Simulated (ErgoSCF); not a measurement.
# One shape, several levels: BHClO (SMILES O[B]Cl)

Wanted: a comparison of 6 runs (UHF/STO-3G, UHF/3-21G, UHF/def2-SVP, UB3LYP/6-31G*, UPBE0/def2-SVP, UPBE0/6-311+G**) of BHClO. 

The results are computed with ErgoSCF 3.8.

1 further run of the same task is left out (it didn't finish).

**1. The system as given**

The species is BHClO (4 atoms), meant as a doublet with charge 0. SMILES: `O[B]Cl`. The coordinates come from a PBE0-D4/def2-TZVP relaxation.

Bond lengths: O1–B2 1.334 Å, B2–Cl3 1.740 Å, O1–H4 0.961 Å. Angles: O1–B2–Cl3 122.2°, B2–O1–H4 113.5°.

**2. A single-point energy at UHF/STO-3G (run 1)**

run.inp

```
# HF on BClHO
set_nthreads(1)
molecule_inline
O      1.03103457     0.36112666    -1.11361561
B     -0.81239326     0.12396603     0.59072839
Cl    -1.05295540    -2.50048561     2.55661047
H      0.93919388     1.90144243    -2.07208470
EOF
tmpdir = "."
scf.use_diagonalization = 1
spin_polarization = 1
scf.output_mulliken_pop = 1
basis = "STO-3G"
scf.max_number_of_iterations = 120
run "HF"
```

The basis set STO-3G is read from a file made from the Basis Set Exchange's data (not shown).

On the command line:

```
$ ergo run.inp
```

Output:

```text
[...]
INSC SCF_general constructor, number of basis functions: 20
[...]
INSC Energy   1 =       -497.60800230761
[...]
INDE E_LUMO =          0.27120288254
[...]
INSC Energy  14 =       -553.39044265587  ( diff     -0.000000000003297 )
[...]
RESC CONVERGED after  14 iterations.
RESC FINAL ENERGY:       -553.39044265587
RESC FINAL <S2> =          0.75511798070
[...]
INSC SCF: dipole_moment_x [atomic units] =       0.00374642
INSC SCF: dipole_moment_y [atomic units] =       1.12383721
INSC SCF: dipole_moment_z [atomic units] =      -0.75862543
[...]
```

Run time: 1.1 s. Hardware: 1 thread of Intel Xeon 6975P-C (Granite Rapids), shared host; peak memory 0.26 GiB.

**3. The energy at UHF/3-21G (run 2)**

job.ego

```
set_nthreads("env")
molecule_inline
O    1.03103457   0.36112666  -1.11361561
B   -0.81239326   0.12396603   0.59072839
Cl  -1.05295540  -2.50048561   2.55661047
H    0.93919388   1.90144243  -2.07208470
EOF
scf.use_diagonalization = 1
charge = 0
tmpdir = "."
basis = "3-21G"
spin_polarization = 1
scf.output_mulliken_pop = 1
scf.max_number_of_iterations = 120
run "HF"
```

The basis set 3-21G is read from a file made from the Basis Set Exchange's data (not shown).

On the command line:

```
$ ergo < job.ego
```

Output:

```text
[...]
INSC SCF_general constructor, number of basis functions: 33
[...]
INSC Energy   1 =       -365.50469604800
[...]
INDE E_LUMO =          0.09571617199
[...]
INSC Energy  19 =       -556.89315795191  ( diff     -0.000000000009095 )
[...]
RESC CONVERGED after  19 iterations.
RESC FINAL ENERGY:       -556.89315795191
RESC FINAL <S2> =          0.75419657284
[...]
INSC SCF: dipole_moment_x [atomic units] =       0.00186445
INSC SCF: dipole_moment_y [atomic units] =       1.15713295
INSC SCF: dipole_moment_z [atomic units] =      -0.77942689
[...]
```

Run time: 1.6 s. Hardware: 1 thread of Intel Xeon 6975P-C (Granite Rapids), shared host; peak memory 0.26 GiB.

Runs 3 to 4 aren't shown in full; the table further down has their settings and results.

**4. The energy at UPBE0/def2-SVP (run 5)**

run.inp

```
# PBE0 on BClHO
set_nthreads(1)
molecule_inline
O      1.03103457     0.36112666    -1.11361561
B     -0.81239326     0.12396603     0.59072839
Cl    -1.05295540    -2.50048561     2.55661047
H      0.93919388     1.90144243    -2.07208470
EOF
XC.radint = 1e-11
scf.max_number_of_iterations = 120
scf.use_diagonalization = 1
scf.output_mulliken_pop = 1
XC.sparse_mode = 0
tmpdir = "."
spin_polarization = 1
XC.angint = 41
basis = "def2-SVP"
run "PBE0"
```

The basis set def2-SVP is read from a file made from the Basis Set Exchange's data (not shown).

On the command line:

```
$ ergo run.inp
```

Output:

```text
[...]
INDF Weighted mixed functional:
[...]
INSC Energy   1 =       -273.72737558164
[...]
INDE E_LUMO =         -0.05136033932
[...]
INSC Energy  18 =       -560.40739496002  ( diff     -0.000000000000455 )
[...]
RESC CONVERGED after  18 iterations.
RESC FINAL ENERGY:       -560.40739496002
RESC FINAL <S2> =          0.75244004808
[...]
INSC SCF: dipole_moment_x [atomic units] =       0.16136625
INSC SCF: dipole_moment_y [atomic units] =       0.60684214
INSC SCF: dipole_moment_z [atomic units] =      -0.54317230
[...]
```

Run time: 13 s. Hardware: 1 thread of Intel Xeon 6975P-C (Granite Rapids), shared host; peak memory 0.26 GiB.

**5. A single-point energy at UPBE0/6-311+G(d,p) (run 6)**

geom.xyz

```xyz
4
BClHO
O      0.545600     0.191100    -0.589300
B     -0.429900     0.065600     0.312600
Cl    -0.557200    -1.323200     1.352900
H      0.497000     1.006200    -1.096500
```

job.ego

```
set_nthreads(1)
molecule "geom.xyz"
basis = "6-311+G**"
scf.use_diagonalization = 1
XC.sparse_mode = 0
XC.radint = 1e-11
scf.output_mulliken_pop = 1
XC.angint = 41
spin_polarization = 1
scf.max_number_of_iterations = 120
tmpdir = "."
run "PBE0"
```

The basis set 6-311+G** is read from a file made from the Basis Set Exchange's data (not shown).

On the command line:

```
$ ergo job.ego
```

Output:

```text
[...]
INDF Weighted mixed functional:
[...]
INSC Energy   1 =       -276.29134195547
[...]
INDE E_LUMO =         -0.06706892272
[...]
INSC Energy  18 =       -560.66789947289  ( diff     -0.000000000009095 )
[...]
RESC CONVERGED after  18 iterations.
RESC FINAL ENERGY:       -560.66789947289
RESC FINAL <S2> =          0.75266289667
[...]
INSC SCF: dipole_moment_x [atomic units] =       0.11198424
INSC SCF: dipole_moment_y [atomic units] =       0.66121706
INSC SCF: dipole_moment_z [atomic units] =      -0.53833969
[...]
```

It took 41 s on 1 thread of Intel Xeon 6975P-C (Granite Rapids), shared host; peak memory 0.26 GiB.

**6. The series**

| run | level | integration grid | radint | energy (Eh) | dipole moment (D) | ⟨S²⟩ | wall time |
| --- | --- | --- | --- | --- | --- | --- | --- |
| 1 | UHF/STO-3G | – | – | -553.390443 | 3.45 | 0.755 | 1.1 s |
| 2 | UHF/3-21G | – | – | -556.893158 | 3.55 | 0.754 | 1.6 s |
| 3 | UHF/def2-SVP | – | – | -559.441878 | 2.37 | 0.754 | 16 s |
| 4 | UB3LYP/6-31G* (spherical functions) | Turbo | 1e-11 | -560.877274 | 2.46 | 0.752 | 13 s |
| 5 | UPBE0/def2-SVP | Turbo | 1e-11 | -560.407395 | 2.11 | 0.752 | 13 s |
| 6 | UPBE0/6-311+G** | Turbo | 1e-11 | -560.667899 | 2.19 | 0.753 | 41 s |

**7. Outcome**

```
            quantity          value
 run 6: total energy  -560.66790 Eh
run 6: dipole moment         2.19 D
         run 6: ⟨S²⟩          0.753
```

In words: The dipole moment (its size) runs from 2.11 D (UPBE0/def2-SVP) to 3.55 D (UHF/3-21G). The two ends differ in method and basis. Totals of different functionals can't be ranked against each other. In run 1 the basis is minimal, so the values are rough. All runs together took 86 s, the longest 41 s.
